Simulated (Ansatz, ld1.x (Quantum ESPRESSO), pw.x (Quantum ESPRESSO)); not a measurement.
## From atom to crystal: TM potential for rubidium

Rb, norm-conserving Troullier–Martins (Kleinman–Bylander form), made with ld1.x (Quantum ESPRESSO) 7.5 (LDA (PW92), scalar-relativistic). Core [Kr], reference 5s1 5p0. Waves: 5p (bound, empty): rc 4.10 bohr; 4d channel at 0.05 Ry: rc 4.15 bohr; 5s (bound): rc 4.20 bohr. Local part: the s channel. Core correction: Bessel-smoothed model core, default radius (core density twice the valence density).

Atomic tests: cutoffs needed: 6 Ry and 6 Ry (the cutoffs (Ry, on a coarse ladder) from which the occupation-weighted sum of valence levels, in a spherical-Bessel basis at the reference potential, stays within 10 and 1 mRy of its value at 400 Ry); ghost test: no extra level below or beside the all-electron valence levels (p, d, s, f tested) (spherical-Bessel basis up to 400 Ry, 20 bohr box); largest excitation error: -9.6 meV (all-electron minus pseudo) for 5s0 5p1, out of 2 test configurations.

Crystal test: fcc Rb in pw.x 7.5, no spin, 9³ k-points, Fermi–Dirac smearing 0.01 Ry, cutoffs 50/200 Ry. The reference is all-electron LAPW (Ansatz 0.2.0) with the same functional, mesh and smearing; V0 and B0 come from Birch–Murnaghan fits to the pressures at five volumes. Errors are pseudo minus all-electron; Δ is the rms difference of the E(V) curves that follow from these fits, minima aligned, over ±6 % about the mean V0. Mesh and smearing are coarse, so the numbers serve the comparison and aren't converged zero-temperature values; the lattice is a test structure that the element need not adopt.

All-electron: a0 = 6.782 Å (V0 = 77.97 Å³/atom), B0 = 3.5 GPa.

Q: How far does the potential miss the all-electron equation of state?

A: mean pressure error (GPa): -0.01; a0 (Å): 6.776; a0 error (%): -0.09; B0 error (%): +1.9; Δ (meV/atom): 0.2.

```csv
V (Å³/atom),P all-electron (GPa),P pseudo (GPa)
74.322,0.18,0.17
76.278,0.08,0.07
78.234,-0.01,-0.02
80.190,-0.09,-0.10
82.146,-0.16,-0.17
```

Q: At the middle volume, how do free energy and pressure move when the wave cutoff is lowered (ecutrho kept at four times it)?

A:

```tsv
cutoff (Ry)	shift of F (meV/atom)	shift of P (GPa)
22	+0.0	+0.00
30	+0.0	+0.00
40	-0.0	+0.00
```

The run at the middle volume (35 k-points, 5 iterations) took about 13 s on one core of a shared host (Neoverse-V1, 32 threads, 247 GiB, load 24).
